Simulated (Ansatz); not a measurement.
A calculation with Ansatz (development build ahead of 0.2.0).

```yaml
crystal:
  periodic: [false, false, false]
  atoms:
    - { symbol: P, position_ang: [0.0, 0.0, -0.43576] }
    - { symbol: "N", position_ang: [0.0, 0.0, 0.93377] }
basis:
  gaussian: { orbitals: "6-31G" }
hamiltonian:
  xc: hf
```

The input is written out in the form of the current development build from the run's settings.

The run gave:

* Converged: yes
* Total energy: -395.00914 hartree
* Spin squared of the determinant: 0.000

Caution: no unrestricted run beside it, a lower state can exist.
